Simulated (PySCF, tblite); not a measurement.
# C₂H₂O₃, a complex of two parts: NMR shifts, interaction energy, infrared bands, spin-spin couplings and core binding energies

The task here is to estimate one member of a computed series from the others.

Programs: tblite 0.8.0 and PySCF 2.14.0. All values are calculated, for the isolated system unless a continuum is named. Atoms count from 0, parts from 1.

## The system as given

7 atoms, charge 0, multiplicity 1; geometry: rigid parts in contact. Parts: 1 = atoms 0–2, `O=C=O`, charge 0; 2 = atoms 3–6, `C=O`, charge 0.

Set-up of the first run:

Job settings and geometry (Å):

```
{"job": {"kind": "dock", "xc": "GFN2-xTB", "basis": "xTB"}, "charge": 0, "multiplicity": 1, "parts": [{"atoms": "0-2", "charge": 0, "multiplicity": 1}, {"atoms": "3-6", "charge": 0, "multiplicity": 1}]}
O     -1.143629     0.001325     0.001353
C      0.000006     0.000026    -0.000032
O      1.143623    -0.001352    -0.001321
C     -1.007753    -2.450951    -2.153020
O     -0.039293    -1.802122    -1.903691
H     -1.758831    -2.719721    -1.391019
H     -1.228579    -2.831957    -3.164666
```

Method: GFN2-xTB search for minima from random contacts, gas phase.

Started as:

```bash
OMP_NUM_THREADS=1 python cluster_run.py task.json out
```

One launch serves the whole session: the jobs run in the order shown.

Steps of the session up to this table: Search for minima with GFN2-xTB; Relaxing the molecule at PBE0-D3(BJ)/def2-SVPD; NMR shieldings: PBE0/pcSseg-2; Coupled-cluster interaction energy: CCSD(T) and MP2.

One of the session's tables, all rows but one given; the rest of the session is left out.

It belongs to the step «Coupled-cluster interaction energy: CCSD(T) and MP2». 

```
                 method  interaction energy (kcal/mol)
         HF/aug-cc-pVDZ                          -1.50
        MP2/aug-cc-pVDZ                          -2.32
       CCSD/aug-cc-pVDZ                          -2.25
    CCSD(T)/aug-cc-pVDZ                          -2.46
         HF/aug-cc-pVQZ                          -1.45
        MP2/aug-cc-pVQZ                          -2.79
    SCS-MP2/aug-cc-pVQZ                          -2.26
      MP2, extrapolated                              ?
CCSD(T), limit estimate                          -3.01
```

Estimate the missing values for MP2, extrapolated.

**Answer.** interaction energy (kcal/mol): -2.88. In the column «interaction energy (kcal/mol)» it lies between CCSD(T), limit estimate (-3.01) and MP2/aug-cc-pVQZ (-2.79).
